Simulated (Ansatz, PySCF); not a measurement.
Cohesive energy (eV/atom) of solids drawn from the class of elemental solids other than molecular ones, at two levels: PBE (Ansatz, a program for electronic structure, PySCF; the runs differ in potentials, basis or settings), and r²SCAN+rVV10 (Ansatz, plane waves, PAW).

```json
[
 {"solid": "diamond-structure Si", "PBE": "4.56", "r²SCAN+rVV10": "4.82", "shift (eV/atom)": "+0.26"},
 {"solid": "fcc Ca", "PBE": "1.91", "r²SCAN+rVV10": "2.21", "shift (eV/atom)": "+0.30"},
 {"solid": "bcc Mo", "PBE": "6.31", "r²SCAN+rVV10": "6.00", "shift (eV/atom)": "-0.31"},
 {"solid": "fcc Ir", "PBE": "7.34", "r²SCAN+rVV10": "7.60", "shift (eV/atom)": "+0.26"},
 {"solid": "hcp Mg", "PBE": "1.50", "r²SCAN+rVV10": "1.82", "shift (eV/atom)": "+0.32"},
 {"solid": "hcp Sc", "PBE": "4.12", "r²SCAN+rVV10": "4.17", "shift (eV/atom)": "+0.05"},
 {"solid": "hcp Os", "PBE": "8.41", "r²SCAN+rVV10": "8.59", "shift (eV/atom)": "+0.18"},
 {"solid": "hcp Y", "PBE": "4.19", "r²SCAN+rVV10": "4.31", "shift (eV/atom)": "+0.12"},
 {"solid": "hcp Tc", "PBE": "6.91", "r²SCAN+rVV10": "6.65", "shift (eV/atom)": "-0.26"},
 {"solid": "hcp Ti", "PBE": "5.28", "r²SCAN+rVV10": "4.90", "shift (eV/atom)": "-0.38"}
]
```

The shifts run from -0.38 eV/atom to +0.32 eV/atom, with a median of +0.15 eV/atom.

Of 10 rows, r²SCAN+rVV10 is the larger in 7 and the smaller in 3.

Ansatz's runs of these crystals have no spin polarisation. Meta-GGAs and exact exchange favour moments, which can bear on hcp Sc, hcp Y, hcp Ti.

Spin–orbit coupling is left out, also for the solids with elements from indium on (fcc Ir, hcp Os); its size isn't shown.

Free atoms are spin-polarised, in the lowest state found; at levels without +SOC their spin–orbit coupling is left out. The solid named is at each level's own relaxed cell; a reference phase can be a single point on another level's cell. Ansatz's density-functional and Hartree–Fock values are scalar-relativistic unless marked +SOC, with PAW data made under PBE.
